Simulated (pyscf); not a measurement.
H₂B–F + water (H₂O) → H₂B–OH + hydrogen fluoride (HF), a four-centre exchange (singlet surface; B–F, H–O broken, B–O, F–H formed). Optimised with ωB97X-D3(BJ)/def2-SVP in PySCF. MP2 and CC: frozen core, UHF for open shells. ΔMP2 is the change of the MP2 total energy from the triple- to the quadruple-zeta basis. Energies in kcal/mol from the separated reactants.

Small-basis levels: PySCF, no dispersion term, spherical d functions. 

**Question.** In single points HF/3-21G puts the saddle at 2.9 kcal/mol and the reaction energy at +6.9 kcal/mol. Should these be trusted to within a few kcal/mol? Compare with CCSD(T)/def2-TZVPP + ΔMP2(QZVPP).

**Answer.** CCSD(T)/def2-TZVPP + ΔMP2(QZVPP) gives ΔE‡ = 13.1 kcal/mol and ΔE = 0.0 kcal/mol. HF/3-21G lies 10.2 kcal/mol under it in the barrier and 6.9 kcal/mol over it in the reaction energy, so on this step it does not hold to within 3.0 kcal/mol. At HF/3-21G this geometry lies under one side, so its ΔE‡ may be no barrier of that level. CCSD(T)/def2-TZVPP + ΔMP2(QZVPP) has limits of its own. On the reactant side the descent ends in an adduct with a B–O contact, 10.7 kcal/mol under the separated species and 21.9 kcal/mol under the saddle at ωB97X-D3(BJ)/def2-TZVP. On the product side the descent ends in a complex (not fully relaxed), 7.2 kcal/mol under the separated species and 18.0 kcal/mol under the saddle at ωB97X-D3(BJ)/def2-TZVP. What is counted as formed (B–O) is already present as a longer contact in the reactant adduct; forming that adduct is a step of its own. This is the saddle that the search found; another between the same sides may lie lower. The CCSD(T) − MP2 part came from Ansatz, without density fitting, on the same reference.
